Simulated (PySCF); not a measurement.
Compound: ammonium, NH4 (charge +1).
SMILES: `[NH4+]`

Method: MP2 and CCSD/aug-cc-pVTZ in PySCF, restricted Hartree–Fock reference, 1 core orbital frozen, non-relativistic, gas phase, PBE0-D3(BJ)/def2-SVP geometry.

E(HF) = -56.56355 Eh.

(1) How large is the problem?

(2) What are the MP2 and CCSD correlation energies?

(3) What is the T1 diagnostic?

Results:

(1) 138 basis functions and 10 electrons; 1 orbital frozen, which leaves o = 4 correlated occupied and v = 133 virtual orbitals. That is o·v = 532 singles and o·v(o·v + 1)/2 = 141778 distinct closed-shell doubles amplitudes before symmetry; the costliest CCSD step grows as o²v⁴ = 5.0 × 10^9.

(2) MP2 -0.2324 Eh and CCSD -0.2474 Eh, which gives totals of -56.79597 and -56.81098 Eh. That is 0.842 eV for each correlated electron at CCSD (650 kJ/mol in all, 0.436 % of the total energy); MP2 gives 93.9 % of the CCSD value.

(3) 0.0049, below the customary warning level of 0.02. It is the norm of the spatial-orbital singles amplitudes over the root of the number of correlated electrons, so the norm is 0.014.

Connected triples and the basis-set limit are missing.
